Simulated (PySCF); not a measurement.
Calculation: B3LYP-D3(BJ)/def2-TZVP // B3LYP-D3(BJ)/def2-SVP run with PySCF. All species are isolated molecules in the gas phase. B3LYP has the VWN-RPA correlation part, as in Gaussian. Excitations are Tamm–Dancoff values on a coarser integration grid. The basis has no diffuse functions, so Rydberg states are missing or too high.

Reference species (SMILES): `CN(C)C` (neutral, multiplicity 1).

```
Property                 Result
----------------------  -------
S1–T1 gap (TDA)         0.19 eV
S1 excitation (TDA)     5.74 eV
S1 oscillator strength    0.048
```

After one change: the S1–T1 gap (TDA) rises by 0.06 eV; the S1 excitation (TDA) increases by 1.39 eV; the S1 oscillator strength goes up by 0.015.

Which change was made? The new species is one of these.
A) `c1ccncc1`
B) `COC`
C) `CC#N`

B, `COC`
